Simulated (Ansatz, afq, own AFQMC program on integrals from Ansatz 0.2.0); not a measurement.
Integrals from Ansatz 0.2.0, then the random walk in our own AFQMC program (afq).

```yaml
crystal:
  periodic: [false, false, false]
  atoms:
    - {symbol: P, position_ang: [0.000000, 0.000000, 0.000000]}
    - {symbol: Ga, position_ang: [0.000000, 0.000000, 2.129300]}
basis:
  gaussian: {orbitals: aug-cc-pVDZ}
total_charge: -1
magnetization: {spin_polarized: true, initial_magnetization: 1}
correlation: {method: ccsd_t, electrons: outside_noble_gas, hamiltonian_folder: ham}
```

```sh
$ ansatz run in.yaml --threads 1 --pin off --events-out ev --progress --plain --max-ram 1382MiB
```

Options of the walk:

```
--method phaseless --trial cisd --walkers 60 --populations 1 --least-time 40 --time-step 0.005 --steps-per-block 50 --equilibration-blocks 28 --max-blocks 300 --target-error 0.00036 --factor-cut 1e-05 --start spin_pure --seed 5580 --release-times 0.24,0.51,0.99,1.62,2.4 --release-step 0.03 --release-every 4 --taylor-order 6
```

Times are imaginary, in 1/Eh. The walk had a cap of 1781 s. Filled inner d shells are frozen with the cores.

Log:

```
orbitals 44  electrons 5 4  factors 333 of 690
reference energy -2263.94510412 Eh
CCSD correlation -0.19717898 Eh in 15 cycles, weight of the determinant in the CISD state 0.8043
energy of the start -2264.134948 Eh
 block  time / (1/Eh)  mean weight  energy / Eh
     1     0.250  1.0007  -2264.134439
     2     0.500  1.0003  -2264.136686
     3     0.750  0.9979  -2264.141919
     4     1.000  1.0005  -2264.145328
     5     1.250  1.0003  -2264.146424
     7     1.750  0.9993  -2264.142727
     9     2.250  0.9997  -2264.144408
    17     4.250  0.9994  -2264.156087
    33     8.250  0.9999  -2264.151272
    49    12.250  0.9993  -2264.157893
    65    16.250  1.0010  -2264.151571
    81    20.250  1.0017  -2264.157661
    97    24.250  0.9983  -2264.150299
   113    28.250  1.0020  -2264.155563
   129    32.250  0.9998  -2264.160520
   145    36.250  1.0002  -2264.150004
   161    40.250  0.9981  -2264.152651
   169    42.250  0.9994  -2264.174122
   177    44.250  0.9994  -2264.155413
   193    48.250  1.0008  -2264.152717
   209    52.250  1.0014  -2264.154191
   225    56.250  0.9940  -2264.172479
   241    60.250  1.0014  -2264.167545
   257    64.250  1.0030  -2264.154639
   273    68.250  1.0002  -2264.153308
   289    72.250  1.0012  -2264.153080
   305    76.250  1.0017  -2264.158030
   321    80.250  0.9990  -2264.152450
blocks merged  error / Eh  count
     1  0.000381  300
     2  0.000498  150
     4  0.000649  75
     8  0.000787  37
    16  0.000903  18
    32  0.000927  9
released: time / (1/Eh)  energy / Eh  error  mean overlap
  0.24  -2264.157059  0.000764  0.9949
  0.51  -2264.158032  0.000767  0.9929
  0.99  -2264.158041  0.000765  1.0028
  1.62  -2264.158224  0.000738  1.0112
  2.40  -2264.157680  0.000917  1.0405
energy -2264.157000 +/- 0.000903 Eh
(rows thinned)
```

The run passed its tests (sampling time, drift between the halves within three errors, error under three times the target), which doesn't prove that it has relaxed.

Against this walk (error 24.6 meV) on the same determinant: CCSD(T) 35.8 meV higher (within the noise), CCSDT(Q) 54.8 meV lower. The error is statistical and leaves out the bias of the constraint. The determinant has ⟨S²⟩ = 0.91, so the low cluster orders mix in higher spin (the high orders can go on to a lower state of that spin), while the walk starts as a pure doublet. None of these is a sure reference here. Released to 2.40 1/Eh the energy moves by -19 ± 35 meV (both errors), within twice the noise.

Cautions: constraint bias not in the error; error above the target (24.6 against 9.8 meV); no relativity below Rb; no spin-orbit coupling; inner d shell frozen; higher spins were not checked; the search met a lower determinant of the same kind, perhaps of another symmetry (290 meV lower), and this one is a saddle point; strong correlation (T1 0.054, weight of the determinant 0.80, largest double 0.05); (T) is large, 7 % of the CCSD correlation; unrestricted determinant spin contaminated (⟨S²⟩ 0.91 against 0.75); the bias of populations of 60 walkers isn't removed.

The walk took 19 min on 1 thread of Intel(R) Xeon(R) Platinum 8488C (Sapphire Rapids), with other jobs on the host. The log's last line is the phaseless energy.

CCSDT and higher add their correlation energy to the determinant of the CCSD(T) run, since their own runs factorise the integrals more tightly (a shift of under 2 meV). A walk keeps the symmetry of its determinant, which the program's search chose and which needn't be the lowest solution, so a lower state of the same spin and another symmetry isn't excluded.
